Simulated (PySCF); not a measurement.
Molecular orbitals of MgH

revPBE at R = 1.744 Å; PySCF, spin-free X2C with a Gaussian nucleus, basis sets Mg x2c-TZVPPall, H x2c-TZVPPall. State: ²Σ⁺ (doublet), unpaired electrons σ ↑. Only the outer orbitals are listed, counted within each symmetry.

```json
{"spin": "α", "orbital": "1π", "occ.": "1", "ε (eV)": "-47.16", "on Mg (%)": "100", "main shells (%)": "100 Mg p"}
{"spin": "α", "orbital": "1π", "occ.": "1", "ε (eV)": "-47.16", "on Mg (%)": "100", "main shells (%)": "100 Mg p"}
{"spin": "α", "orbital": "3σ", "occ.": "1", "ε (eV)": "-47.00", "on Mg (%)": "100", "main shells (%)": "100 Mg p"}
{"spin": "α", "orbital": "4σ", "occ.": "1", "ε (eV)": "-6.93", "on Mg (%)": "45", "main shells (%)": "55 H s, 41 Mg s"}
{"spin": "α", "orbital": "5σ", "occ.": "1", "ε (eV)": "-4.10", "on Mg (%)": "84", "main shells (%)": "44 Mg s, 39 Mg p, 16 H s"}
{"spin": "α", "orbital": "2π", "occ.": "0", "ε (eV)": "-1.59", "on Mg (%)": "99", "main shells (%)": "98 Mg p"}
{"spin": "α", "orbital": "2π", "occ.": "0", "ε (eV)": "-1.59", "on Mg (%)": "99", "main shells (%)": "98 Mg p"}
{"spin": "α", "orbital": "6σ", "occ.": "0", "ε (eV)": "0.69", "on Mg (%)": "98", "main shells (%)": "43 Mg p, 43 Mg d, 12 Mg s"}
{"spin": "β", "orbital": "1π", "occ.": "1", "ε (eV)": "-47.10", "on Mg (%)": "100", "main shells (%)": "100 Mg p"}
{"spin": "β", "orbital": "1π", "occ.": "1", "ε (eV)": "-47.10", "on Mg (%)": "100", "main shells (%)": "100 Mg p"}
{"spin": "β", "orbital": "3σ", "occ.": "1", "ε (eV)": "-46.90", "on Mg (%)": "100", "main shells (%)": "100 Mg p"}
{"spin": "β", "orbital": "4σ", "occ.": "1", "ε (eV)": "-6.46", "on Mg (%)": "50", "main shells (%)": "50 H s, 40 Mg s, 8 Mg p"}
{"spin": "β", "orbital": "5σ", "occ.": "0", "ε (eV)": "-2.75", "on Mg (%)": "84", "main shells (%)": "53 Mg s, 28 Mg p, 16 H s"}
{"spin": "β", "orbital": "2π", "occ.": "0", "ε (eV)": "-0.93", "on Mg (%)": "99", "main shells (%)": "99 Mg p"}
{"spin": "β", "orbital": "2π", "occ.": "0", "ε (eV)": "-0.93", "on Mg (%)": "99", "main shells (%)": "99 Mg p"}
```

Q: Which are the highest filled and the lowest empty level, where do they sit, and how wide is the gap?

A: Highest filled α 5σ at -4.10 eV (in %: 44 Mg s, 39 Mg p, 16 H s); lowest empty β 5σ at -2.75 eV (in %: 53 Mg s, 28 Mg p, 16 H s); the gap at revPBE is 1.35 eV.

The bond order (Mayer) is 0.90 and the ⟨S²⟩ is 0.753. The charge on Mg (Mulliken, basis-dependent) is 0.22 and the charge on Mg (Löwdin, basis-dependent) is 0.21. The dipole moment (positive dipole means Mg(−)H(+)) is -1.21 D.

The state is the lowest determinant that a PBE0 search found; another state may lie lower at other levels.
